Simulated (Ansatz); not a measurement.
A made-up structure of CH3SSi (charge +1), closed shell:

```
6
angstrom
C -0.9783 0.2102 -0.9025
Si 0.3732 -0.3096 0.0321
S 1.1290 0.3230 1.8103
H -1.8674 -0.4226 -0.9352
H 1.1899 -1.4680 0.1189
H 2.1395 -0.5773 1.8134
```

It is relaxed with PBE-D4/def2-SVP and then PBE0-D4/def2-TZVP (Ansatz 0.2.0). Atoms count as bonded within 1.22 times the sum of their covalent radii (H–H: 0.88 Å). The end point is not checked to be a true minimum.

**Question.** Does its bonding change? (A judgement: the text doesn't fix the answer.)

**Answer.** Computed: Yes. Formed: C1–S3; broken: none.

Where it ends: The first stage lowers the energy by 2.53 eV in 34 steps. It ends as CH₃SSi ([CH]1[SiH][SH]1), total charge +1:
```
6
angstrom
C -0.4484 -0.0042 -0.0540
Si 0.5487 -1.3292 -0.1014
S 0.4174 0.0629 1.5627
H -1.2068 0.6922 -0.3749
H 1.2249 -2.5905 -0.4364
H 1.4502 0.9245 1.3411
```

Labels in which every atom is bracketed show which atoms are joined, not bond orders.

For scale, one of the runs: PBE0-D4/def2-TZVP relaxation, 123 basis functions, launched by `ansatz run in.yaml --threads 2 --pin off --events-out ev --progress --plain --max-ram 4352MiB`. The run took about 13 s on 2 CPU threads of an Intel Xeon Platinum 8488C (shared host).
